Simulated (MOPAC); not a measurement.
MOPAC input (PM6):

```
PM6 1SCF UHF MS=0.5 GEO-OK AUX(PRECISION=9) THREADS=1
C4H4N

H     0.00176448 1    0.04465142 1    2.06832619 1
N     0.00115828 1    0.04699724 1    1.06365633 1
C     0.01248627 1    1.17970021 1    0.27461977 1
C    -0.01104728 1   -1.07509778 1    0.27835848 1
C     0.00689995 1    0.72175500 1   -1.00967507 1
C    -0.00779897 1   -0.68423451 1   -1.04633232 1
H     0.02307408 1    2.16873903 1    0.69529824 1
H    -0.02106132 1   -2.06057777 1    0.71251336 1
H    -0.01512498 1   -1.33453082 1   -1.90355730 1
```

Output:

```
 *******************************************************************************
 **                                                                           **
 **                              MOPAC v23.2.5                                **
 **                                                                           **
 *******************************************************************************
 ** MOPAC's Digital Object Identifier: https://doi.org/10.5281/zenodo.6511958 **
 **                                                                           **
 ** Please cite the open-source release paper for use of this MOPAC version:  **
 ** J. E. Moussa and J. J. P. Stewart (2026)                                  **
 ** MOPAC: An open-source semiempirical molecular orbital program             **
 ** J. Open Source Softw., 11(119), 8025, https://doi.org/10.21105/joss.08025 **
 *******************************************************************************

                              PM6 CALCULATION RESULTS

 *******************************************************************************
 *  PM6        - The PM6 Hamiltonian to be used
 *  GEO-OK     - OVERRIDE INTERATOMIC DISTANCE AND OTHER SAFETY CHECKS
 *  UHF        - UNRESTRICTED HARTREE-FOCK CALCULATION
 *  MS=        - IN MECI, MAGNETIC COMPONENT OF SPIN =  0.5
 *  1SCF       - DO 1 SCF AND THEN STOP
 *  AUX        - OUTPUT AUXILIARY INFORMATION
 *******************************************************************************
PM6 1SCF UHF MS=0.5 GEO-OK AUX(PRECISION=9) THREADS=1
 C4H4N

   ATOM   CHEMICAL          X               Y               Z
  NUMBER   SYMBOL      (ANGSTROMS)     (ANGSTROMS)     (ANGSTROMS)

     1       H          0.00176448  *   0.04465142  *   2.06832619  *
     2       N          0.00115828  *   0.04699724  *   1.06365633  *
     3       C          0.01248627  *   1.17970021  *   0.27461977  *
     4       C         -0.01104728  *  -1.07509778  *   0.27835848  *
     5       C          0.00689995  *   0.72175500  *  -1.00967507  *
     6       C         -0.00779897  *  -0.68423451  *  -1.04633232  *
     7       H          0.02307408  *   2.16873903  *   0.69529824  *
     8       H         -0.02106132  *  -2.06057777  *   0.71251336  *
     9       H         -0.01512498  *  -1.33453082  *  -1.90355730  *

          CARTESIAN COORDINATES

    NO.       ATOM           X           Y           Z

     1         H          0.0018      0.0447      2.0683
     2         N          0.0012      0.0470      1.0637
     3         C          0.0125      1.1797      0.2746
     4         C         -0.0110     -1.0751      0.2784
     5         C          0.0069      0.7218     -1.0097
     6         C         -0.0078     -0.6842     -1.0463
     7         H          0.0231      2.1687      0.6953
     8         H         -0.0211     -2.0606      0.7125
     9         H         -0.0151     -1.3345     -1.9036

 General Reference for PM6:
 "Optimization of Parameters for Semiempirical Methods V: Modification of NDDO Approximations
 and Application to 70 Elements", J. J. P. Stewart, J. Mol. Mod., 13, 1173-1213 (2007)
 URL: https://link.springer.com/article/10.1007/s00894-007-0233-4

           Empirical Formula: C4 H4 N  =     9 atoms

      MOLECULAR POINT GROUP   :   Cs

          UHF CALCULATION, NO. OF ALPHA ELECTRONS =   13
                           NO. OF BETA  ELECTRONS =   12

 -------------------------------------------------------------------------------
 PM6 1SCF UHF MS=0.5 GEO-OK AUX(PRECISION=9) THREADS=1
 C4H4N

     1SCF WAS SPECIFIED, SO BFGS WAS NOT USED
     SCF FIELD WAS ACHIEVED

                              PM6 CALCULATION
                                                       MOPAC v23.2.5 Linux

          FINAL HEAT OF FORMATION =         87.48921 KCAL/MOL =     366.05487 KJ/MOL

          COSMO AREA              =        102.63 SQUARE ANGSTROMS
          COSMO VOLUME            =         88.44 CUBIC ANGSTROMS

          IONIZATION POTENTIAL    =          9.130352 EV
          ALPHA SOMO LUMO (EV)    =         -9.211  1.046
          BETA  SOMO LUMO (EV)    =         -9.130  0.186
          NO. OF ALPHA ELECTRONS  =         13
          NO. OF BETA  ELECTRONS  =         12
          MOLECULAR WEIGHT        =         66.0823         POINT GROUP:  Cs

          MOLECULAR DIMENSIONS (Angstroms)

            Atom       Atom       Distance
            H     9    H     7     4.36216
            H     8    C     5     3.04090
            H     1    C     5     0.00000

          SCF CALCULATIONS        =          1

   ATOM   CHEMICAL          X               Y               Z
  NUMBER   SYMBOL      (ANGSTROMS)     (ANGSTROMS)     (ANGSTROMS)

     1       H          0.00176448  *   0.04465142  *   2.06832619  *
     2       N          0.00115828  *   0.04699724  *   1.06365633  *
     3       C          0.01248627  *   1.17970021  *   0.27461977  *
     4       C         -0.01104728  *  -1.07509778  *   0.27835848  *
     5       C          0.00689995  *   0.72175500  *  -1.00967507  *
     6       C         -0.00779897  *  -0.68423451  *  -1.04633232  *
     7       H          0.02307408  *   2.16873903  *   0.69529824  *
     8       H         -0.02106132  *  -2.06057777  *   0.71251336  *
     9       H         -0.01512498  *  -1.33453082  *  -1.90355730  *

                             CARTESIAN COORDINATES

   1    H        0.001764480     0.044651420     2.068326190
   2    N        0.001158280     0.046997240     1.063656330
   3    C        0.012486270     1.179700210     0.274619770
   4    C       -0.011047280    -1.075097780     0.278358480
   5    C        0.006899950     0.721755000    -1.009675070
   6    C       -0.007798970    -0.684234510    -1.046332320
   7    H        0.023074080     2.168739030     0.695298240
   8    H       -0.021061320    -2.060577770     0.712513360
   9    H       -0.015124980    -1.334530820    -1.903557300

           Empirical Formula: C4 H4 N  =     9 atoms

      MOLECULAR POINT GROUP   :   Cs

          ALPHA EIGENVALUES
 -33.95982 -27.05323 -25.09466 -20.37282 -19.28116 -18.35069 -14.61111 -14.58676
 -14.14593 -13.41487 -10.35176  -9.67255  -9.21124   1.04608   1.76335   2.22935
   4.40534   4.65604   5.07565   5.47579   5.70047   6.12014   6.43453   6.60218

           BETA EIGENVALUES
 -33.88674 -26.90741 -24.98285 -20.28391 -19.12106 -17.82693 -14.58312 -14.52170
 -14.06382 -13.23965  -9.54976  -9.13035   0.18586   1.01934   2.20051   2.48793
   4.53722   4.76706   5.29631   5.53622   5.72931   6.18501   6.44816   6.65687

              NET ATOMIC CHARGES AND DIPOLE CONTRIBUTIONS

  ATOM NO.   TYPE          CHARGE      No. of ELECS.   s-Pop       p-Pop
    1          H           0.253408        0.7466     0.74659
    2          N          -0.134932        5.1349     1.41100     3.72394
    3          C          -0.257567        4.2576     1.09902     3.15854
    4          C          -0.134756        4.1348     1.09541     3.03935
    5          C           0.038714        3.9613     1.20819     2.75310
    6          C          -0.288370        4.2884     1.09935     3.18902
    7          H           0.181278        0.8187     0.81872
    8          H           0.166153        0.8338     0.83385
    9          H           0.176072        0.8239     0.82393
 DIPOLE           X         Y         Z       TOTAL
 POINT-CHG.    -0.004    -0.543     2.134     2.202
 HYBRID        -0.000    -0.044     0.691     0.693
 SUM           -0.004    -0.587     2.825     2.886

          ATOMIC ORBITAL ELECTRON POPULATIONS

     Atom    s        px        py        pz
    1  H   0.74659
    2  N   1.41100   1.52501   1.08545   1.11347
    3  C   1.09902   1.21282   0.97740   0.96833
    4  C   1.09541   1.12271   0.96018   0.95646
    5  C   1.20819   0.98638   0.89418   0.87253
    6  C   1.09935   1.15296   1.01334   1.02272
    7  H   0.81872
    8  H   0.83385
    9  H   0.82393

                    (SZ)    =    0.500000
                    (S**2)  =    0.804916

          ATOMIC ORBITAL SPIN POPULATIONS

    Atom   Total    s     px     py     pz
         Atomic
    1  H  0.0076  0.008
    2  N  0.0314  0.014 -0.005  0.013  0.010
    3  C -0.1831  0.001 -0.156 -0.010 -0.018
    4  C  0.1416  0.010  0.099  0.003  0.030
    5  C  1.1379  0.193  0.184  0.274  0.487
    6  C -0.1437 -0.003 -0.121 -0.009 -0.010
    7  H  0.0058  0.006
    8  H -0.0031 -0.003
    9  H  0.0057  0.006

 **********************
 *                    *
 * JOB ENDED NORMALLY *
 *                    *
 **********************

 == MOPAC DONE ==
```
